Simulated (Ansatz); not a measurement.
## fcc Ca

All values below come from PBE (Ansatz, a quantum-chemistry and plane-wave program, PAW).

Numerical settings: plane-wave cutoff 520 eV, 20×20×20 k mesh, Fermi–Dirac smearing 0.043 eV (set by the program), scalar-relativistic PAW data made under PBE.

Cell (relaxed at this level):

```
CELL_PARAMETERS angstrom
      0.00000     2.76292     2.76292
      2.76292     0.00000     2.76292
      2.76292     2.76292     0.00000
ATOMIC_POSITIONS crystal
  Ca 0.00000 0.00000 0.00000
```

- elastic constant C11: 22.4 GPa
- elastic constant C12: 14.9 GPa
- elastic constant C44: 14.6 GPa
- Voigt–Reuss–Hill bulk modulus: 17.4 GPa
- Voigt–Reuss–Hill shear modulus (Hill average): 8.54 GPa
- Young modulus: 22.0 GPa
- Poisson ratio: 0.289

Measured, for comparison: elastic constant C44 16 GPa (temperature not stated, no zero-point or thermal correction; as tabulated in Jones et al. (2010), arXiv:1012.0803). Computed (rounded) less measured: elastic constant C44 -9 %.

Elastic constants are with the ions relaxed.

Static lattice: no zero-point or thermal effects.
